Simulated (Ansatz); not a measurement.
**Solid iodine**

Computed with r²SCAN (Ansatz, a program for electronic structure, plane waves, PAW).

Numerical settings: plane-wave cutoff 560 eV, 8×8×4 k mesh (along the axes of the cell as run), Fermi–Dirac smearing 0.01 eV, scalar-relativistic PAW data made under PBE.

Cell (relaxed at this level):

I is taken in the orthorhombic space group Cmce (No. 64), Pearson symbol oS8. Lattice parameters: a = 7.731 Å, b = 4.632 Å, c = 9.857 Å, α = β = γ = 90.00°. I on 8f is surrounded by 1 I at 2.771 Å. (Neighbours: up to the widest gap in distance over summed covalent radii, below 1.35, at either atom.)
(The calculation used a cell of 4 atoms; values per cell refer to that cell.)

```json
{
 "bulk_modulus": "7.41 GPa",
 "band_gap": "1.23 eV",
 "smallest_direct_gap_on_the_k_points_sampled": "1.32 eV"
}
```

Note: the cell comes from a level without a dispersion term, which matters for the spacing of layers, chains or molecules; the bulk modulus comes from volumes at which shape and atoms were relaxed.

Spin–orbit coupling is not included; with these elements it can move the gap by several tenths of an eV or more.

The result took very roughly 40 core-minutes.
